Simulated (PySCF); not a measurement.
## Calculated NMR parameters of C=CC(=O)F

```
Formula                               : C3H3FO
SMILES                                : C=CC(=O)F
InChI                                 : InChI=1S/C3H3FO/c1-2-3(4)5/h2H,1H2
Point group of the computed structure : Cs
Degrees of unsaturation               : 2
Carbon signals                        : 3
Proton signals                        : 3
```

Molfile (atoms numbered from 1):
```
C3H3FO
     RDKit          3D

  8  7  0  0  0  0  0  0  0  0999 V2000
    0.4904    1.1294    0.1942 C   0  0  0  0  0  0  0  0  0  0  0  0
    0.1765   -0.1338    0.4515 C   0  0  0  0  0  0  0  0  0  0  0  0
   -0.5617   -0.9273   -0.5421 C   0  0  0  0  0  0  0  0  0  0  0  0
   -0.9515   -0.6003   -1.6097 O   0  0  0  0  0  0  0  0  0  0  0  0
   -0.7783   -2.1783   -0.0880 F   0  0  0  0  0  0  0  0  0  0  0  0
    0.2049    1.5837   -0.7479 H   0  0  0  0  0  0  0  0  0  0  0  0
    1.0335    1.7331    0.9105 H   0  0  0  0  0  0  0  0  0  0  0  0
    0.4419   -0.6255    1.3791 H   0  0  0  0  0  0  0  0  0  0  0  0
  1  2  2  0
  2  3  1  0
  3  4  2  0
  3  5  1  0
  1  6  1  0
  1  7  1  0
  2  8  1  0
M  END
```

A single conformation, gas phase, no relativistic terms. Couplings computed with B3LYP/pcJ-2; PBE0-D3(BJ)/def2-TZVP geometry; GIAO B97-2/pcSseg-2 shieldings; PySCF 2.14.

δ = σ(ref) − σ, references computed at the same level: 1H (σ = 31.64 ppm) and 13C (σ = 185.38 ppm) vs TMS; 19F (σ = 175.98 ppm) vs CFCl3; 17O (σ = 327.66 ppm) against H2O.

| carbon | δC, type | δH (multiplicity, J in Hz) | HMBC from (abs. J ≥ 3 Hz) | span of the C tensor (ppm) |
| --- | --- | --- | --- | --- |
| C1 | 149.2, CH2 | H6 7.22 (m); H7 6.43 (m) | – | 265 |
| C2 | 132.4, CH | 6.37 (m) | H6 | 202 |
| C3 | 165.7, C | – | H6, H7 | 193 |

Other nuclei:
| atoms | nucleus | environment | δ (ppm) | σ (ppm) |
| --- | --- | --- | --- | --- |
| F5 | 19F | fluorine bonded to C | 37.3 | 138.6 |
| O4 | 17O | carbonyl oxygen | 401.3 | -73.7 |

Selected couplings (Hz, signed; the shortest-range and largest first, 30 at most; isotopes 13C, 19F, 1H): 1J(C3,F5) -407.9, 1J(C2,H8) 175.6, 1J(C1,H6) 171.1, 1J(C1,H7) 169.5, 1J(C2,C3) 82.8, 1J(C1,C2) 74.3, 2J(C2,F5) 86.6, 2J(H6,H7) 2.6, 2J(C1,C3) 1.8, 3J(H6,H8) 19.2, 3J(C1,F5) 18.6, 3J(H7,H8) 12.2, 3J(F5,H8) -7.9, 4J(F5,H7) 8.3.

Carbon types of the structure: 1 × C, 1 × CH, 1 × CH2, which accounts for all hydrogens. δC 165.7: carbonyl carbon. δC 149.2: β carbon of a C=C–C=O unit; conjugation with the carbonyl draws π density from the β position. δC 132.4: α carbon of a C=C–C=O unit; an sp2 carbon of a C=C bond. δH 7.22, 6.43: hydrogen on a β carbon of a C=C–C=O unit; attached to an sp2 carbon and in the plane of the double bond. δH 6.37: hydrogen on an α carbon of a C=C–C=O unit; a vinylic proton, deshielded by the sp2 carbon and the C=C anisotropy.

Common functionals overestimate the size of one-bond C–F couplings by tens of Hz; these are unscaled. Multiplet labels drop couplings under 1 Hz and merge nearly equal ones. Shifts are as computed. Against solution values, carbons near 30 ppm lie about +3 ppm off and those near 130 ppm about +7 ppm. Of 1211 compounds with measured shifts, 218 miss one by over three times the rms of a fit or turn the order of signals round; such compounds aren't used in these exercises. Unscaled 19F shifts against computed CFCl3 carry errors that often reach 10 to 50 ppm. Unscaled 17O shifts of doubly bonded oxygen tend to come out too high, by tens of ppm or more. Experimental scales use liquid or dissolved standards, which lie at an offset from isolated H2O (liquid H2O: subtract about 36 ppm).
